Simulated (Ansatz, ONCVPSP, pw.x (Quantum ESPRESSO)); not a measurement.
## pw.x on fcc Re: one setting changed

Potential: optimised norm-conserving Vanderbilt (ONCV), ONCVPSP 4.0.1.1 (patched build), LDA (Perdew-Wang 92); core [Kr] 4d10 4f14, reference 5s2 5p6 5d5 6s1 6p1; waves: 5s+6s: rc 2.00 bohr, ncon 4, nbas 7, qcut 6.7 1/bohr, 2 projectors; 5p+6p: rc 2.20 bohr, ncon 4, nbas 8, qcut 4.8 1/bohr, 2 projectors; 5d: rc 2.00 bohr, ncon 3, nbas 8, qcut 9.5 1/bohr, local; local part: the d channel; core correction: Teter function fitted to the true core (icmod 2), fcfact 0.3.

The reference run (k-mesh 15³, cutoffs 55/220 Ry, Fermi–Dirac 0.01 Ry, mixing_beta 0.4, conv_thr 1e-9, no spin) gives -3.31 GPa at 14.368 Å³/atom, where all-electron LAPW gives 0.76 GPa. This run, with its own iteration cap, changes smearing to mv.

```
&control
  calculation='scf', prefix='x', pseudo_dir='./', outdir='./tmp', tstress=.true., disk_io='none'
/
&system
  ibrav=0, nat=1, ntyp=1, ecutwfc=55, ecutrho=220, nbnd=15,
  occupations='smearing', smearing='mv', degauss=0.01
/
&electrons
  conv_thr=1e-09, mixing_beta=0.4, electron_maxstep=60
/
ATOMIC_SPECIES
Re 1.0 Re.UPF
CELL_PARAMETERS angstrom
  0.00000000 1.92954735 1.92954735
  1.92954735 0.00000000 1.92954735
  1.92954735 1.92954735 0.00000000
ATOMIC_POSITIONS crystal
Re 0.0000 0.0000 0.0000
K_POINTS automatic
15 15 15 0 0 0
```

```bash
pw.x < Re.scf.in > Re.scf.out
```

How does the run end?

It converges in 7 iterations; the free energy moves by +25.9 meV/atom and the pressure by -0.26 GPa. This scheme is built to cancel the term in the square of the width that Fermi–Dirac smearing leaves in the F of a metal.

```
Message from routine setup:
     using ibrav=0 with symmetry is DISCOURAGED, use correct ibrav instead
     lattice parameter (alat)  =       5.1567  a.u.
     unit-cell volume          =      96.9601 (a.u.)^3
     number of electrons       =        15.00
     number of Kohn-Sham states=           15
     kinetic-energy cutoff     =      55.0000  Ry
     charge density cutoff     =     220.0000  Ry
     scf convergence threshold =      1.0E-09
     Exchange-correlation= SLA  PW   NOGX NOGC
     number of k points=   120  Marzari-Vanderbilt smearing, width (Ry)=  0.0100
     iteration #  1     ecut=    55.00 Ry     beta= 0.40
     total energy              =    -174.17050783 Ry
     estimated scf accuracy    <       0.08003971 Ry
     iteration #  2     ecut=    55.00 Ry     beta= 0.40
     total energy              =    -174.17330079 Ry
     estimated scf accuracy    <       0.00852596 Ry
     iteration #  3     ecut=    55.00 Ry     beta= 0.40
     total energy              =    -174.17459105 Ry
     estimated scf accuracy    <       0.00037935 Ry
     iteration #  4     ecut=    55.00 Ry     beta= 0.40
     total energy              =    -174.17461947 Ry
     estimated scf accuracy    <       0.00001994 Ry
     iteration #  5     ecut=    55.00 Ry     beta= 0.40
     total energy              =    -174.17462492 Ry
     estimated scf accuracy    <       0.00000076 Ry
     iteration #  6     ecut=    55.00 Ry     beta= 0.40
     total energy              =    -174.17462508 Ry
     estimated scf accuracy    <       0.00000005 Ry
     iteration #  7     ecut=    55.00 Ry     beta= 0.40
     the Fermi energy is    24.6024 ev
!    total energy              =    -174.17462509 Ry
     estimated scf accuracy    <          1.2E-10 Ry
     smearing contrib. (-TS)   =       0.00006979 Ry
     The total energy is F=E-TS. E is the sum of the following terms:
     one-electron contribution =     -17.36121835 Ry
     hartree contribution      =      18.93225025 Ry
     xc contribution           =     -34.28871138 Ry
     ewald contribution        =    -141.45701539 Ry
     convergence has been achieved in   7 iterations
          total   stress  (Ry/bohr**3)                   (kbar)     P=      -35.76
     Message from routine punch:
     Nothing written, as per user request (disk_io='none')
```

The run took about 20 s on one core of a shared host (Neoverse-N1, 64 threads, 124 GiB, load 57).
